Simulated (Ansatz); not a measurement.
# SiPH₃ (quintet): the correlation ladder, cc-pVDZ

Aim: climb from Hartree-Fock through coupled cluster and multireference methods for SiPH₃ (quintet) at one geometry and basis, and see what each rung misses.

Computed with Ansatz 0.2.0, Gaussian basis. Level: cc-pVDZ, core rule «outside noble gas», up to 10 orbitals frozen.

Plan: UHF; CCSD(T) on ROHF; CCSD(T) on UHF; BCCD(T) on ROHF; CISD as a restricted active space (open shells left free, so some higher excitations enter); CCSDT(Q) on ROHF; CCSDT(Q) on UHF; CASSCF and MRCISD+Q, 12 electrons in 11 orbitals; CASSCF and NEVPT2, 12 electrons in 11 orbitals.

30 further runs of the same task are left out: 2 for a known fault of the program, 11 that didn't finish, 17 set aside as unsound or not needed. Runs told in other sessions of the task aren't counted.

### Step 1. What is computed

The geometry is a PBE0/def2-TZVP stationary point (not a proven minimum) of the parent state, kept for this charge and spin.

5 atoms, charge 0, spin multiplicity 5.

Atoms are counted from 1 here; the program's logs count them from 0.

Bond lengths: Si1–P2 2.245 Å, Si1–H3 1.489 Å, Si1–H4 1.489 Å, Si1–H5 1.489 Å. Angles: P2–Si1–H3 110.2°, P2–Si1–H4 110.2°, P2–Si1–H5 110.2°, H3–Si1–H4 108.7°, H3–Si1–H5 108.7°, H4–Si1–H5 108.7°.

In the tables R marks a restricted open-shell determinant and U an unrestricted one; 'valence' is the active space of 12 electrons in 11 orbitals; energies count from the table's Hartree-Fock row.

### Step 2. UHF

Contents of in.yaml:

```yaml
crystal:
  periodic: [false, false, false]
  atoms:
    - {symbol: Si, position_ang: [-1.095022, -0.008048, 0.002339]}
    - {symbol: P, position_ang: [1.149978, 0.008452, -0.002457]}
    - {symbol: H, position_ang: [-1.619119, 1.385319, 0.005761]}
    - {symbol: H, position_ang: [-1.601124, -0.712390, 1.212266]}
    - {symbol: H, position_ang: [-1.606323, -0.708402, -1.207717]}
basis:
  gaussian: {orbitals: cc-pVDZ}
magnetization: {spin_polarized: true, initial_magnetization: 4}
hamiltonian: {xc: hf}
output: {orbitals: {seedname: orbitals}}
```

Run with:

```
$ ansatz run in.yaml --threads 1 --pin off --events-out ev --progress --plain --max-ram 2393MiB
```

Output:

```text
Functional definition: HF
  name "HF"
  cite "Fock, Z. Phys. 61, 126 (1930) doi:10.1007/BF01340294"
  parent pbe
  exchange = exact_x
  correlation = 0
503 factors; integrals over basis functions are off by at most 1.0e-3 eV
mean field evaluation 1: about -17173.8049 eV, gradient 8.5e0 eV
mean field evaluation 2: about -17173.8118 eV, gradient 8.5e0 eV
mean field evaluation 4: about -17174.8981 eV, gradient 1.2e0 eV
mean field evaluation 8: about -17174.9595 eV, gradient 1.3e-1 eV
mean field evaluation 16: about -17174.5765 eV, gradient 1.4e0 eV
mean field evaluation 32: about -17174.9210 eV, gradient 6.5e-1 eV
mean field -17174.96035767 eV, -631.1681515380 hartree, gradient 2.3e-5 eV, S^2 6.005279; 0 other end points of the search recorded, 0 dependent functions left out
reference -17174.96035767 eV, -631.1681515380 hartree; 18, 14 occupied and 33, 37 virtual orbitals, 503 factors
Total energy: -17174.96035767 eV, -631.1681515380 hartree
```

Run time: 0.82 s. Hardware: 1 thread of Arm Neoverse V1, shared host.

From the report: ⟨S²⟩ of the determinant 6.005 (pure quintet: 6.00).

### Step 3. CCSD(T) on ROHF

Edit in.yaml of step 2 so:

```diff
@@ -10,4 +10,4 @@
   gaussian: {orbitals: cc-pVDZ}
-magnetization: {spin_polarized: true, initial_magnetization: 4}
-hamiltonian: {xc: hf}
-output: {orbitals: {seedname: orbitals}}
+magnetization: {spin_polarized: false, initial_magnetization: 4}
+correlation: {method: ccsd_t, electrons: outside_noble_gas}
+output: {forces: true}
```

The command is unchanged.

Output, shortened:

```text
Functional definition: HF
  name "HF"
  cite "Fock, Z. Phys. 61, 126 (1930) doi:10.1007/BF01340294"
  parent pbe
[...]
503 factors; integrals over basis functions are off by at most 1.0e-3 eV
[...]
mean field -17174.90460105 eV, -631.1661025202 hartree, gradient 1.1e-6 eV, S^2 6.000000; 5 other end points of the search recorded, 0 dependent functions left out
[...]
determinant -17174.90460105 eV, -631.1661025202 hartree, with singles and doubles -17180.90805713 eV, -631.3867254617 hartree
determinant -17173.35914358 eV, -631.1093080055 hartree, with singles and doubles -17179.33377907 eV, -631.3288718100 hartree
determinant -17173.35683402 eV, -631.1092231309 hartree, with singles and doubles -17179.34048662 eV, -631.3291183081 hartree
determinant -17172.33233264 eV, -631.0715733995 hartree, with singles and doubles -17178.60042753 eV, -631.3019216383 hartree
[...]
reference -17174.90460105 eV, -631.1661025202 hartree; 8, 4 occupied and 33, 37 virtual orbitals, 503 factors
second order -4.81681222 eV of doubles, -0.03721268 eV of singles
cycle   1  -6.00373804 eV  change   -2.8e-4 eV  update   1.6e-3
[...]
cycle  10  -6.00409526 eV  change   -1.3e-6 eV  update   4.7e-7
perturbative correction -0.15458954 eV, -0.0056810609 hartree
[...]
Total energy: -17181.06328585 eV, -631.3924300120 hartree
Atom 0 at    -1.095022    -0.008048     0.002339 Å, force    -7.412640    -0.054475     0.015835 eV/Å
Atom 1 at     1.149978     0.008452    -0.002457 Å, force     7.223544     0.053090    -0.015431 eV/Å
Atom 2 at    -1.619119     1.385319     0.005761 Å, force     0.061299     0.236500     0.000258 eV/Å
Atom 3 at    -1.601124    -0.712390     1.212266 Å, force     0.064338    -0.117895     0.204092 eV/Å
Atom 4 at    -1.606323    -0.708402    -1.207717 Å, force     0.063459    -0.117221    -0.204754 eV/Å
Dipole moment:     0.474675     0.003489    -0.001014 e Å
```

Run time: 7 s. Hardware: 1 thread of Arm Neoverse V1, shared host.

From the report: correlation -6.1587 eV; T1 0.025; largest double amplitude 0.03.

### Step 4. CCSD(T) on UHF

Edit in.yaml of step 3 so:

```diff
@@ -10,3 +10,3 @@
   gaussian: {orbitals: cc-pVDZ}
-magnetization: {spin_polarized: false, initial_magnetization: 4}
+magnetization: {spin_polarized: true, initial_magnetization: 4}
 correlation: {method: ccsd_t, electrons: outside_noble_gas}
```

Launched as before.

Output, shortened:

```text
Functional definition: HF
  name "HF"
  cite "Fock, Z. Phys. 61, 126 (1930) doi:10.1007/BF01340294"
  parent pbe
[...]
503 factors; integrals over basis functions are off by at most 1.0e-3 eV
[...]
mean field -17174.96035767 eV, -631.1681515380 hartree, gradient 2.6e-6 eV, S^2 6.005279; 5 other end points of the search recorded, 0 dependent functions left out
determinant -17174.96035767 eV, -631.1681515380 hartree, with singles and doubles -17180.90917789 eV, -631.3867666490 hartree
determinant -17173.44307614 eV, -631.1123924703 hartree, with singles and doubles -17179.34261361 eV, -631.3291964735 hartree
determinant -17173.43719687 eV, -631.1121764113 hartree, with singles and doubles -17179.33414176 eV, -631.3288851386 hartree
determinant -17172.45788701 eV, -631.0761874377 hartree, with singles and doubles -17178.60761855 eV, -631.3021859032 hartree
[...]
reference -17174.96035767 eV, -631.1681515380 hartree; 8, 4 occupied and 33, 37 virtual orbitals, 503 factors
second order -4.78585731 eV of doubles, -0.00000000 eV of singles
cycle   1  -5.94907028 eV  change   -2.5e-4 eV  update   1.6e-3
[...]
cycle  10  -5.94942086 eV  change   -1.3e-6 eV  update   4.9e-7
perturbative correction -0.15365503 eV, -0.0056467184 hartree
[...]
Total energy: -17181.06343356 eV, -631.3924354401 hartree
Atom 0 at    -1.095022    -0.008048     0.002339 Å, force    -7.414065    -0.054485     0.015839 eV/Å
Atom 1 at     1.149978     0.008452    -0.002457 Å, force     7.224458     0.053097    -0.015433 eV/Å
Atom 2 at    -1.619119     1.385319     0.005761 Å, force     0.061470     0.236457     0.000258 eV/Å
Atom 3 at    -1.601124    -0.712390     1.212266 Å, force     0.064508    -0.117871     0.204053 eV/Å
Atom 4 at    -1.606323    -0.708402    -1.207717 Å, force     0.063629    -0.117198    -0.204716 eV/Å
Dipole moment:     0.474645     0.003488    -0.001014 e Å
```

Run time: 7 s. Hardware: 1 thread of Arm Neoverse V1, shared host.

From the report: ⟨S²⟩ of the determinant 6.005 (pure quintet: 6.00); correlation -6.1031 eV; T1 0.024; largest double amplitude 0.03.

### Step 5. BCCD(T) on ROHF

Edit in.yaml of step 4 so:

```diff
@@ -10,4 +10,3 @@
   gaussian: {orbitals: cc-pVDZ}
-magnetization: {spin_polarized: true, initial_magnetization: 4}
-correlation: {method: ccsd_t, electrons: outside_noble_gas}
-output: {forces: true}
+magnetization: {spin_polarized: false, initial_magnetization: 4}
+correlation: {method: bccd_t, electrons: outside_noble_gas}
```

The command is unchanged.

Output, shortened:

```text
Functional definition: HF
  name "HF"
  cite "Fock, Z. Phys. 61, 126 (1930) doi:10.1007/BF01340294"
  parent pbe
[...]
503 factors; integrals over basis functions are off by at most 1.0e-3 eV
[...]
mean field -17174.90460105 eV, -631.1661025202 hartree, gradient 1.1e-6 eV, S^2 6.000000; 5 other end points of the search recorded, 0 dependent functions left out
[...]
determinant -17174.90460105 eV, -631.1661025202 hartree, with singles and doubles -17180.90805713 eV, -631.3867254617 hartree
determinant -17173.35914358 eV, -631.1093080055 hartree, with singles and doubles -17179.33377907 eV, -631.3288718100 hartree
determinant -17173.35683402 eV, -631.1092231309 hartree, with singles and doubles -17179.34048662 eV, -631.3291183081 hartree
determinant -17172.33233264 eV, -631.0715733995 hartree, with singles and doubles -17178.60042753 eV, -631.3019216383 hartree
10 core orbitals not correlated: weight in the atoms' cores, before any rotation towards them, 1.000 or more for the frozen orbitals, at most 0.000 for the correlated occupied ones
reference -17174.90460105 eV, -631.1661025202 hartree; 8, 4 occupied and 33, 37 virtual orbitals, 503 factors
second order -4.81681222 eV of doubles, -0.03721268 eV of singles
cycle   1  -6.00160756 eV  change    1.8e-3 eV  update   6.1e-3
[...]
cycle   9  -5.99898128 eV  change    5.7e-6 eV  update   9.1e-6
perturbative correction -0.16079486 eV, -0.0059091022 hartree
Total energy: -17181.06437719 eV, -631.3924701181 hartree
```

Run time: 4.1 s. Hardware: 1 thread of Arm Neoverse V1, shared host.

From the report: correlation -6.1598 eV; largest double amplitude 0.03.

### Step 6. CISD as a restricted active space (open shells left free, so some higher excitations enter)

Edit in.yaml of step 5 so:

```diff
@@ -11,2 +11,2 @@
 magnetization: {spin_polarized: false, initial_magnetization: 4}
-correlation: {method: bccd_t, electrons: outside_noble_gas}
+correlation: {active_space: {ras: {orbitals: [4, 4, 33], electrons: 12, max_holes: 2, max_particles: 2}, fixed_orbitals: true}}
```

Same command.

Output:

```text
Functional definition: HF
  name "HF"
  cite "Fock, Z. Phys. 61, 126 (1930) doi:10.1007/BF01340294"
  parent pbe
  exchange = exact_x
  correlation = 0
503 factors; integrals over basis functions are off by at most 1.0e-3 eV
mean field evaluation 1: about -17173.3881 eV, gradient 1.2e1 eV
mean field evaluation 2: about -17173.3951 eV, gradient 1.2e1 eV
mean field evaluation 4: about -17174.8373 eV, gradient 1.5e0 eV
mean field evaluation 8: about -17174.9044 eV, gradient 8.9e-2 eV
mean field evaluation 16: about -17174.0233 eV, gradient 4.6e0 eV
mean field -17174.90460105 eV, -631.1661025202 hartree, gradient 1.1e-6 eV, S^2 6.000000; 2 other end points of the search recorded, 0 dependent functions left out
reference -17174.90460105 eV, -631.1661025202 hartree; 18, 14 occupied and 33, 37 virtual orbitals, 503 factors
state -17180.44154653 eV, -631.3695815133 hartree
Total energy: -17180.44154653 eV, -631.3695815133 hartree
```

Wall time 18 s (1 thread of Arm Neoverse V1, shared host).

From the report: 234,398 determinants.

### Step 7. CCSDT(Q) on ROHF

Edit in.yaml of step 6 so:

```diff
@@ -11,2 +11,2 @@
 magnetization: {spin_polarized: false, initial_magnetization: 4}
-correlation: {active_space: {ras: {orbitals: [4, 4, 33], electrons: 12, max_holes: 2, max_particles: 2}, fixed_orbitals: true}}
+correlation: {method: ccsdt_q, electrons: outside_noble_gas}
```

Same command.

Output, shortened:

```text
Functional definition: HF
  name "HF"
  cite "Fock, Z. Phys. 61, 126 (1930) doi:10.1007/BF01340294"
  parent pbe
[...]
979 factors; integrals over basis functions are off by at most 1.8e-7 eV
[...]
mean field -17174.90467239 eV, -631.1661051417 hartree, gradient 2.9e-6 eV, S^2 6.000000; 5 other end points of the search recorded, 0 dependent functions left out
[...]
determinant -17174.90467239 eV, -631.1661051417 hartree, with singles and doubles -17180.90811064 eV, -631.3867274283 hartree
determinant -17173.35928020 eV, -631.1093130262 hartree, with singles and doubles -17179.33389403 eV, -631.3288760350 hartree
determinant -17173.35697092 eV, -631.1092281619 hartree, with singles and doubles -17179.34060365 eV, -631.3291226089 hartree
determinant -17172.33245166 eV, -631.0715777737 hartree, with singles and doubles -17178.60052841 eV, -631.3019253454 hartree
10 core orbitals not correlated: weight in the atoms' cores, before any rotation towards them, 1.000 or more for the frozen orbitals, at most 0.000 for the correlated occupied ones
reference -17174.90467239 eV, -631.1661051417 hartree; 8, 4 occupied and 33, 37 virtual orbitals, 979 factors
second order -4.81682654 eV of doubles, -0.03721278 eV of singles
cycle   1  -5.68574459 eV  change   -8.3e-1 eV  update   8.0e-2
[...]
cycle  20  -6.19264830 eV  change    9.4e-7 eV  update   4.9e-7
perturbative correction -0.00886530 eV, -0.0003257938 hartree
Total energy: -17181.10618598 eV, -631.3940065628 hartree
```

Run time: 46 s. Hardware: 1 thread of Arm Neoverse V1, shared host; peak memory 0.6 GiB.

From the report: correlation -6.2015 eV; T1 0.026; largest double amplitude 0.04.

### Step 8. CCSDT(Q) on UHF

Edit in.yaml of step 7 so:

```diff
@@ -10,3 +10,3 @@
   gaussian: {orbitals: cc-pVDZ}
-magnetization: {spin_polarized: false, initial_magnetization: 4}
+magnetization: {spin_polarized: true, initial_magnetization: 4}
 correlation: {method: ccsdt_q, electrons: outside_noble_gas}
```

Same command.

Output, shortened:

```text
Functional definition: HF
  name "HF"
  cite "Fock, Z. Phys. 61, 126 (1930) doi:10.1007/BF01340294"
  parent pbe
[...]
979 factors; integrals over basis functions are off by at most 1.8e-7 eV
[...]
mean field -17174.96042919 eV, -631.1681541663 hartree, gradient 2.8e-6 eV, S^2 6.005279; 5 other end points of the search recorded, 0 dependent functions left out
determinant -17174.96042919 eV, -631.1681541663 hartree, with singles and doubles -17180.90923158 eV, -631.3867686221 hartree
determinant -17173.44321266 eV, -631.1123974875 hartree, with singles and doubles -17179.34273056 eV, -631.3292007713 hartree
determinant -17173.43733308 eV, -631.1121814166 hartree, with singles and doubles -17179.33426038 eV, -631.3288894981 hartree
determinant -17172.45800358 eV, -631.0761917216 hartree, with singles and doubles -17178.60772089 eV, -631.3021896642 hartree
10 core orbitals not correlated: weight in the atoms' cores, before any rotation towards them, 1.000 or more for the frozen orbitals, at most 0.000 for the correlated occupied ones
reference -17174.96042919 eV, -631.1681541663 hartree; 8, 4 occupied and 33, 37 virtual orbitals, 979 factors
second order -4.78587172 eV of doubles, -0.00000000 eV of singles
cycle   1  -5.61970957 eV  change   -8.3e-1 eV  update   8.1e-2
[...]
cycle  20  -6.13729509 eV  change    1.1e-6 eV  update   5.0e-7
perturbative correction -0.00904990 eV, -0.0003325778 hartree
Total energy: -17181.10677418 eV, -631.3940281788 hartree
```

Run time: 41 s. Hardware: 1 thread of Arm Neoverse V1, shared host; peak memory 0.48 GiB.

From the report: ⟨S²⟩ of the determinant 6.005 (pure quintet: 6.00); correlation -6.1463 eV; T1 0.026; largest double amplitude 0.04.

### Step 9. CASSCF and MRCISD+Q, 12 electrons in 11 orbitals

Edit in.yaml of step 8 so:

```diff
@@ -10,3 +10,3 @@
   gaussian: {orbitals: cc-pVDZ}
-magnetization: {spin_polarized: true, initial_magnetization: 4}
-correlation: {method: ccsdt_q, electrons: outside_noble_gas}
+magnetization: {spin_polarized: false, initial_magnetization: 4}
+correlation: {method: fic_mrcisd_q, electrons: outside_noble_gas, active_space: {window: {electrons: 12, orbitals: 11}, shells: [{species: H, l: s, shell: 1}, {species: P, l: s, shell: 3}, {species: P, l: p, shell: 3}, {species: Si, l: s, shell: 3}, {species: Si, l: p, shell: 3}]}}
```

Launched as before.

Output, shortened:

```text
Functional definition: HF
  name "HF"
  cite "Fock, Z. Phys. 61, 126 (1930) doi:10.1007/BF01340294"
  parent pbe
[...]
979 factors; integrals over basis functions are off by at most 1.8e-7 eV
[...]
mean field -17174.90467239 eV, -631.1661051417 hartree, gradient 2.9e-6 eV, S^2 6.000000; 2 other end points of the search recorded, 0 dependent functions left out
reference -17174.90467239 eV, -631.1661051417 hartree; 18, 14 occupied and 33, 37 virtual orbitals, 979 factors
state -17176.22674685 eV, -631.2146904820 hartree
contracted CI cycle   1: correlation 0.00000000 eV, 0.0000000000 hartree, residual 1.54e1 eV
contracted CI cycle   2: correlation -4.26479435 eV, -0.1567283016 hartree, residual 2.97e0 eV
contracted CI cycle   3: correlation -4.42081139 eV, -0.1624618219 hartree, residual 6.02e-1 eV
contracted CI cycle   4: correlation -4.42776928 eV, -0.1627175197 hartree, residual 1.48e-1 eV
contracted CI cycle   5: correlation -4.42816094 eV, -0.1627319129 hartree, residual 3.58e-2 eV
contracted CI cycle   6: correlation -4.42818423 eV, -0.1627327691 hartree, residual 9.24e-3 eV
contracted CI cycle   7: correlation -4.42818585 eV, -0.1627328285 hartree, residual 2.57e-3 eV
contracted CI cycle   8: correlation -4.42818598 eV, -0.1627328332 hartree, residual 7.25e-4 eV
state -17176.22674685 eV, -631.2146904820 hartree; corrected -17181.07177835 eV, -631.3927421058 hartree
Total energy: -17181.07177835 eV, -631.3927421058 hartree
Checks for a lower state left out: starts, orbital_swaps
```

Run time: 17 s. Hardware: 1 thread of Arm Neoverse V1, shared host; peak memory 0.94 GiB.

From the report: 27,280 determinants; active occupations 2.00, 1.98, 1.97, 1.97, 1.00, 1.00, 1.00, 1.00, 0.03, 0.02, 0.02.

### Step 10. CASSCF and NEVPT2, 12 electrons in 11 orbitals

Contents of in.yaml:

```yaml
crystal:
  periodic: [false, false, false]
  atoms:
    - {symbol: Si, position_ang: [-1.095022, -0.008048, 0.002339]}
    - {symbol: P, position_ang: [1.149978, 0.008452, -0.002457]}
    - {symbol: H, position_ang: [-1.619119, 1.385319, 0.005761]}
    - {symbol: H, position_ang: [-1.601124, -0.712390, 1.212266]}
    - {symbol: H, position_ang: [-1.606323, -0.708402, -1.207717]}
basis:
  gaussian: {orbitals: cc-pVDZ}
magnetization: {spin_polarized: false, initial_magnetization: 4}
correlation: {method: sc_nevpt2, electrons: outside_noble_gas, active_space: {window: {electrons: 12, orbitals: 11}, shells: [{species: H, l: s, shell: 1}, {species: P, l: s, shell: 3}, {species: P, l: p, shell: 3}, {species: Si, l: s, shell: 3}, {species: Si, l: p, shell: 3}]}}
```

Launched as before.

Output:

```text
Functional definition: HF
  name "HF"
  cite "Fock, Z. Phys. 61, 126 (1930) doi:10.1007/BF01340294"
  parent pbe
  exchange = exact_x
  correlation = 0
979 factors; integrals over basis functions are off by at most 1.8e-7 eV
mean field evaluation 1: about -17173.3898 eV, gradient 1.2e1 eV
mean field evaluation 2: about -17173.3952 eV, gradient 1.2e1 eV
mean field evaluation 4: about -17174.8374 eV, gradient 1.5e0 eV
mean field evaluation 8: about -17174.9045 eV, gradient 8.9e-2 eV
mean field evaluation 16: about -17173.9506 eV, gradient 5.3e0 eV
mean field -17174.90467239 eV, -631.1661051417 hartree, gradient 2.9e-6 eV, S^2 6.000000; 2 other end points of the search recorded, 0 dependent functions left out
reference -17174.90467239 eV, -631.1661051417 hartree; 18, 14 occupied and 33, 37 virtual orbitals, 979 factors
state -17176.22674685 eV, -631.2146904820 hartree
state -17176.22674685 eV, -631.2146904820 hartree; corrected -17179.82157023 eV, -631.3467978047 hartree
Total energy: -17179.82157023 eV, -631.3467978047 hartree
Checks for a lower state left out: starts, orbital_swaps
```

It took 8 s on 1 thread of Arm Neoverse V1, shared host.

From the report: 27,280 determinants; active occupations 2.00, 1.98, 1.97, 1.97, 1.00, 1.00, 1.00, 1.00, 0.03, 0.02, 0.02.

### Step 11. Natural occupations

Natural occupations of the CASSCF valence state about the gap (report; correlated orbitals 3 to 11): 1.971, 1.971, 1.005, 1.001, 1.001, 0.999, 0.028, 0.023, 0.023. The count of effectively unpaired electrons, Σ n²(2 − n)², is 4.01; a single determinant of this spin has 4.

### Step 12. Misses and costs

The yardstick is UCCSDT(Q), where the cluster series has nearly closed. Rows without a time are mean-field rows or come out of runs for another level: lower rungs of the coupled-cluster runs, CASSCF and MRCISD of the multireference runs, or the Hartree-Fock search. The times of RCCSD(T), UCCSD(T) include forces.

Differences are taken before rounding.

| method | energy from the lowest ROHF (meV) | from UCCSDT(Q) (meV) | time |
| --- | --- | --- | --- |
| ROHF | 0.0 | +6202.2 |  |
| UHF | -55.8 | +6146.4 |  |
| RMP2 | -4854.0 | +1348.1 |  |
| UMP2 | -4841.6 | +1360.6 |  |
| CISD | -5536.9 | +665.2 | 18 s |
| RCCSD | -6004.1 | +198.1 |  |
| UCCSD | -6005.2 | +197.0 |  |
| RCCSD(T) | -6158.7 | +43.5 | 7 s |
| UCCSD(T) | -6158.8 | +43.3 | 7 s |
| BCCD(T) | -6159.8 | +42.4 | 4.1 s |
| RCCSDT | -6192.7 | +9.5 |  |
| UCCSDT | -6193.1 | +9.0 |  |
| RCCSDT(Q) | -6201.6 | +0.6 | 46 s |
| UCCSDT(Q) | -6202.2 | 0 | 41 s |
| CASSCF valence | -1322.1 | +4880.0 |  |
| NEVPT2 valence | -4917.0 | +1285.2 | 8 s |
| MRCISD valence | -5750.3 | +451.8 |  |
| MRCISD+Q valence | -6167.2 | +35.0 | 17 s |

Among the levels timed on like hardware and quicker than the yardstick, those that no quicker one beats, quickest first: BCCD(T) (4.1 s, +42.4 meV); MRCISD+Q valence (17 s, +35.0 meV).

### Step 13. Outcome

| quantity | value |
| --- | --- |
| UCCSDT(Q) from the ROHF energy | -6.2022 eV |
| RMP2 from UCCSDT(Q) | +1348.1 meV |
| UMP2 from UCCSDT(Q) | +1360.6 meV |
| RCCSD from UCCSDT(Q) | +198.1 meV |
| RCCSD(T) from UCCSDT(Q) | +43.5 meV |
| UCCSD(T) from UCCSDT(Q) | +43.3 meV |
| RCCSDT(Q) from UCCSDT(Q) | +0.6 meV |
| NEVPT2 valence from UCCSDT(Q) | +1285.2 meV |
| MRCISD+Q valence from UCCSDT(Q) | +35.0 meV |
| levels within 1 kcal/mol (43 meV) | UCCSD(T), BCCD(T), RCCSDT, UCCSDT, RCCSDT(Q), MRCISD+Q valence |
| T1 diagnostic | 0.025 |
| effectively unpaired electrons | 4.01 |

What this shows: RCCSD(T) lands +43.5 meV from the yardstick (0.7 % of the correlation energy). One determinant dominates. Of the multireference levels listed MRCISD+Q valence comes nearest in total energy (+35.0 meV), which doesn't show that its space is the better one. These misses are within one basis, not against nature; the frozen cores of restricted and unrestricted runs differ, which can shift their rows.

With open shells the CI space here admits some higher excitations, so it is larger than plain CISD.

For cost: MRCISD+Q valence gets within 35.0 meV in 17 s, where UCCSDT(Q) took 41 s; the quickest level in the cost chart, BCCD(T), takes 4.1 s and misses by 42.4 meV.
